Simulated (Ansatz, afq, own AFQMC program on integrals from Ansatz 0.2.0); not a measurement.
# Where AFQMC and coupled cluster stand for BN⁺, quartet

```xyz
2

B     0.0000    0.0000    0.0000
N     0.0000    0.0000    1.4419
```

Basis cc-pVDZ. Only valence electrons are correlated. Ansatz 0.2.0 and our own AFQMC program on the same integrals; the CISD trial comes from CCSD amplitudes, and released means the phaseless constraint is let go. Free AFQMC starts from the CCSD state and is never constrained. Its projection time is finite, and what remains of the start isn't in its error. Error bars are statistical, one sigma.

Determinant: UHF, the one that the program's search chose, which needn't be the lowest solution. The geometry is a PBE0/def2-TZVP stationary point of this or a neighbouring charge and spin state.

Full CI on the same integrals is exact in this basis and with this determinant's frozen core.

Cautions: the released energies are still falling, so no released level is given (meV from the phaseless value at times in 1/Eh: -14 ± 10 at 0.24, -20 ± 10 at 0.51, -21 ± 12 at 0.99, -38 ± 14 at 1.62, -41 ± 16 at 2.40), though the last usable value meets full CI within the noise.

```
T1 diagnostic                               : 0.0362
weight of the determinant in the CISD state : 0.913
⟨S²⟩ of the determinant                     : 3.760
size of the correlated space                : 7 electrons in 26 orbitals
```

Reference: full CI, correlation energy -4.255 eV.

| level | E − E(reference) (kJ/mol) | share of correlation (%) |
| --- | --- | --- |
| HF | 410.5 | 0.00 |
| MP2 | 87.3 | 78.73 |
| CCSD | 18.0 | 95.62 |
| CCSD(T) | 4.4 | 98.93 |
| CCSDT | 0.9 | 99.78 |
| CCSDT(Q) | -0.3 | 100.06 |
| ph-AFQMC/HF | -3.1 ± 4.9 | 100.76 |
| ph-AFQMC/CISD | 3.2 ± 0.7 | 99.23 |
| free AFQMC | 0.6 ± 1.6 | 99.86 |

CCSDT and higher add their correlation energy to the determinant of the CCSD(T) run, since their own runs factorise the integrals more tightly (a shift of under 2 meV). Free projections are given only where their last times agree within the noise and don't stop above the reference; a slow remainder of the start can still hide under it. A walk keeps the symmetry of its determinant, which the program's search chose and which needn't be the lowest solution, so a lower state of the same spin and another symmetry isn't excluded.
